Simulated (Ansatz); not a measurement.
Basis sets over 10 cases of the adiabatic ionisation energy at HF with Ansatz (elements up to F), each against its own reference: (a) the value in aug-cc-pV5Z; (b) the value in aug-pcseg-3; (c) the value in def2-QZVPPD; (d) the value in pcseg-4 (pcseg sets are built for DFT). By their distance from other large sets or by the extrapolation step the references are unsure by up to roughly 0.007 eV. B3LYP-D3(BJ)/def2-TZVP geometries; electronic energies; unrestricted open shells; no added dispersion term; no relativity. Cartesian d functions in some cases of 6-31+G*. 

Cases are drawn at random; left out are references unsure by over 0.017 eV, doubtful singlets, and cases whose largest runs show a restricted determinant unstable towards unrestricted orbitals, <S^2> over 0.1 too high or, where CCSD(T) ran, T1 over 0.025 (0.045 for open shells). Sets are drawn from those converged to one state in every case.

Cases (SMILES) and reference values:
- O (H2O) → H2O+ (doublet, bonded as O) + e-: 10.946 eV (d)
- OO (H2O2) → H2O2+ (doublet, bonded as OO) + e-: 9.637 eV (c)
- N#C (CH-N) → CHN+ (doublet, bonded as C#N) + e-: 11.998 eV (b)
- F (HF) → HF+ (doublet, bonded as F) + e-: 14.241 eV (a)
- O=C (CH2-O) → CH2O+ (doublet, bonded as C=O) + e-: 9.450 eV (c)
- N (NH3) → NH3+ (doublet, bonded as N) + e-: 8.625 eV (b)
- O=[N] (N-O) → NO+ (singlet, bonded as [N]=O) + e-: 8.992 eV (d)
- C#C (C2H2) → C2H2+ (doublet, bonded as C#C) + e-: 9.798 eV (c)
- [OH] (OH) → OH+ (triplet, bonded as [OH]) + e-: 11.355 eV (a)
- O=[CH] (CH-O) → CHO+ (singlet, bonded as [CH]=O) + e-: 7.685 eV (b)

```json
[
 {"basis": "def2-SV(P)", "functions over def2-SVP (largest species, mean of cases)": "0.8", "mean signed deviation (eV)": "0.035", "mean absolute": "0.103", "largest": "0.241", "within 0.05 eV": "1 of 10"},
 {"basis": "cc-pVDZ", "functions over def2-SVP (largest species, mean of cases)": "1.0", "mean signed deviation (eV)": "-0.104", "mean absolute": "0.117", "largest": "0.252", "within 0.05 eV": "1 of 10"},
 {"basis": "def2-SVP", "functions over def2-SVP (largest species, mean of cases)": "1.0", "mean signed deviation (eV)": "0.011", "mean absolute": "0.100", "largest": "0.241", "within 0.05 eV": "3 of 10"},
 {"basis": "pcseg-1", "functions over def2-SVP (largest species, mean of cases)": "1.0", "mean signed deviation (eV)": "0.115", "mean absolute": "0.115", "largest": "0.273", "within 0.05 eV": "2 of 10"},
 {"basis": "6-31+G*", "functions over def2-SVP (largest species, mean of cases)": "1.1", "mean signed deviation (eV)": "0.058", "mean absolute": "0.063", "largest": "0.244", "within 0.05 eV": "6 of 10"},
 {"basis": "6-311G**", "functions over def2-SVP (largest species, mean of cases)": "1.3", "mean signed deviation (eV)": "-0.031", "mean absolute": "0.067", "largest": "0.136", "within 0.05 eV": "5 of 10"},
 {"basis": "6-311+G**", "functions over def2-SVP (largest species, mean of cases)": "1.5", "mean signed deviation (eV)": "0.053", "mean absolute": "0.055", "largest": "0.134", "within 0.05 eV": "7 of 10"},
 {"basis": "aug-cc-pVDZ", "functions over def2-SVP (largest species, mean of cases)": "1.7", "mean signed deviation (eV)": "0.036", "mean absolute": "0.052", "largest": "0.138", "within 0.05 eV": "5 of 10"},
 {"basis": "def2-TZVP", "functions over def2-SVP (largest species, mean of cases)": "2.0", "mean signed deviation (eV)": "-0.018", "mean absolute": "0.019", "largest": "0.052", "within 0.05 eV": "9 of 10"},
 {"basis": "pcseg-2", "functions over def2-SVP (largest species, mean of cases)": "2.3", "mean signed deviation (eV)": "0.011", "mean absolute": "0.015", "largest": "0.035", "within 0.05 eV": "10 of 10"},
 {"basis": "cc-pVTZ", "functions over def2-SVP (largest species, mean of cases)": "2.3", "mean signed deviation (eV)": "-0.032", "mean absolute": "0.034", "largest": "0.078", "within 0.05 eV": "8 of 10"},
 {"basis": "def2-TZVPP", "functions over def2-SVP (largest species, mean of cases)": "2.4", "mean signed deviation (eV)": "-0.010", "mean absolute": "0.012", "largest": "0.032", "within 0.05 eV": "10 of 10"},
 {"basis": "def2-TZVPD", "functions over def2-SVP (largest species, mean of cases)": "2.5", "mean signed deviation (eV)": "-0.001", "mean absolute": "0.008", "largest": "0.013", "within 0.05 eV": "10 of 10"},
 {"basis": "def2-TZVPPD", "functions over def2-SVP (largest species, mean of cases)": "2.9", "mean signed deviation (eV)": "0.003", "mean absolute": "0.006", "largest": "0.015", "within 0.05 eV": "10 of 10"},
 {"basis": "6-311++G(3df,3pd)", "functions over def2-SVP (largest species, mean of cases)": "3.0", "mean signed deviation (eV)": "0.022", "mean absolute": "0.022", "largest": "0.054", "within 0.05 eV": "9 of 10"},
 {"basis": "aug-cc-pVTZ", "functions over def2-SVP (largest species, mean of cases)": "3.6", "mean signed deviation (eV)": "0.006", "mean absolute": "0.009", "largest": "0.024", "within 0.05 eV": "10 of 10"},
 {"basis": "cc-pVQZ", "functions over def2-SVP (largest species, mean of cases)": "4.5", "mean signed deviation (eV)": "-0.012", "mean absolute": "0.012", "largest": "0.028", "within 0.05 eV": "10 of 10"},
 {"basis": "def2-QZVPP", "functions over def2-SVP (largest species, mean of cases)": "4.6", "mean signed deviation (eV)": "-0.004", "mean absolute": "0.004", "largest": "0.009", "within 0.05 eV": "10 of 10"},
 {"basis": "def2-QZVP", "functions over def2-SVP (largest species, mean of cases)": "4.6", "mean signed deviation (eV)": "-0.004", "mean absolute": "0.004", "largest": "0.009", "within 0.05 eV": "10 of 10"},
 {"basis": "pcseg-3", "functions over def2-SVP (largest species, mean of cases)": "4.9", "mean signed deviation (eV)": "0.003", "mean absolute": "0.003", "largest": "0.008", "within 0.05 eV": "10 of 10"}
]
```

Among the sets for which every case ran a larger relative (same family, alike in diffuse functions, listed or not), the smallest listed that holds all cases within 0.05 eV together with them is pcseg-2, at 2.3 times the functions of def2-SVP. Inside, though some case ran no larger relative to test it: aug-cc-pVTZ, cc-pVQZ, def2-QZVPP, def2-QZVP, pcseg-3. Largest deviations of relatives not listed, over the cases that ran them: def2-QZVPPD 0.006, aug-cc-pV5Z 0.000, aug-cc-pVQZ 0.008, pcseg-4 0.003, cc-pV5Z 0.007 eV. A case lies within its reference's uncertainty of the window's edge in def2-SV(P), cc-pVDZ, def2-SVP, 6-311+G**, aug-cc-pVDZ, def2-TZVP, cc-pVTZ, 6-311++G(3df,3pd). These figures hold for the cases listed.

Ansatz is a first-principles code.
